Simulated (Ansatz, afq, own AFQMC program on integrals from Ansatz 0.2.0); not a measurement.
## Where AFQMC and coupled cluster stand for CH$_{5}$, doublet

```csv
atom,x (Å),y (Å),z (Å)
H,-2.1638,0.0000,0.0000
H,-1.0308,0.0000,0.0000
C,0.2142,0.0000,0.0000
H,0.2142,-1.0800,0.0000
H,0.2142,0.5400,0.9353
H,0.2142,0.5400,-0.9353
```

Basis cc-pVTZ. Only valence electrons are correlated. Integrals, coupled cluster, full CI and functionals: Ansatz 0.2.0; the random walks run on the same integrals in our own AFQMC program. ph-AFQMC/CISD is guided by a CISD state made of CCSD amplitudes; releasing the constraint for a short imaginary time cuts its bias at the price of noise, slowly where states lie close. Uncertainties: one standard error, sampling alone.

Determinant: UHF, the one that the program's search chose, which needn't be the lowest solution. The geometry is a point of a scan.

No full CI on the walks' own integrals is used here; CCSDT(Q) serves as the reference and is uncertain by about the last step of the cluster series.

Cautions: the released energies have errors that jump between times, so the bars are unsure, so no released level is given (meV from the phaseless value at times in 1/Eh: -2 ± 5 at 0.24, -6 ± 4 at 0.51, -31 ± 18 at 0.99, -10 ± 3 at 1.62, -12 ± 6 at 2.40), though the last usable value meets CCSDT(Q) within the noise.

The T1 diagnostic is 0.0159. The weight of the determinant in the CISD state is 0.910. The ⟨S²⟩ of the determinant is 0.792 and the size of the correlated space is 9 electrons in 99 orbitals.

Reference: CCSDT(Q), correlation energy -6.600 eV.

| level | E − E(reference) (mEh) | share of correlation (%) |
| --- | --- | --- |
| HF | 242.54 | 0.00 |
| MP2 | 33.32 | 86.26 |
| CCSD | 8.41 | 96.53 |
| CCSD(T) | 0.83 | 99.66 |
| CCSDT | 0.25 | 99.90 |
| ph-AFQMC/CISD | 0.23 ± 0.17 | 99.90 |

A walk keeps the symmetry of its determinant, which the program's search chose and which needn't be the lowest solution, so a lower state of the same spin and another symmetry isn't excluded.
